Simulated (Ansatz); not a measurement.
# CHB: the cost of one run

The runs use Ansatz 0.2.0, Gaussian basis; def2-QZVPP, all electrons in the functionals, frozen cores in the correlation of double hybrids and RPA.

The runs, in order: wB97M-V, B2PLYP, at charge 0, triplet; charge 0, singlet; charge 0, quintet; charge 1, doublet; charge 1, quartet.

2 further runs of the same task are left out: 2 set aside as unsound or not needed.

### 1 What is computed

The geometry is a PBE0/def2-TZVP stationary point (not a proven minimum).

3 atoms, charge 0, spin multiplicity 3.

Atoms are counted from 1 here; the program's logs count them from 0.

Bond lengths: B1–C2 1.353 Å, C2–H3 1.071 Å. Angles: B1–C2–H3 180.0°.

No dispersion term is added; wB97M-V holds VV10 nonlocal correlation.

The geometry shown and the zero of energy belong to the point charge 0, triplet. The yardstick, UCCSD(T), and other wave-function levels (R restricted, U unrestricted, valence and pair active spaces) come from earlier runs.

### 2 wB97M-V, charge 0, triplet

The input, in.yaml:

```yaml
crystal:
  periodic: [false, false, false]
  atoms:
    - {symbol: B, position_ang: [0.000000, 0.000000, 1.259200]}
    - {symbol: C, position_ang: [0.000000, 0.000000, -0.094199]}
    - {symbol: H, position_ang: [0.000000, 0.000000, -1.165001]}
basis:
  gaussian: {orbitals: "def2-QZVPP.json"}
magnetization: {spin_polarized: true, initial_magnetization: 2}
hamiltonian: {xc: {name: wB97M-V}}
output: {orbitals: {seedname: orbitals}}
```

Run with:

```bash
> ansatz run in.yaml --threads 1 --pin off --events-out ev --progress --plain --max-ram 2393MiB
```

**Question.** How long does this run take on 1 thread of Arm Neoverse V2, shared host?

About 7 s.
